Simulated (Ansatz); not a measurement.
bcc Nb, treated with r²SCAN (Ansatz, an electronic-structure program, plane waves, PAW).

Run with plane-wave cutoff 500 eV, 2×2×2 k mesh, Fermi–Dirac smearing 0.1 eV, cell of 250 sites, scalar-relativistic PAW data made under PBE.

Task: What does this level give for the vacancy formation energy and vacancy formation energy before relaxation?

Result: 
* **vacancy formation energy**: 2.79 eV
* **vacancy formation energy before relaxation**: 3.15 eV

Measured, for comparison: vacancy formation energy 2.65 ± 0.3 eV (no zero-point or thermal correction, monovacancy, our sources range from 2.65 to 2.83; as tabulated in Mehl and Papaconstantopoulos (1996), arXiv:mtrl-th/9602003). Computed (rounded) less measured: vacancy formation energy +0.14 eV (inside the range of the sources held).

Note: energies are extrapolated to zero smearing, and mesh and cell size move such values by some hundredths of an eV or more.
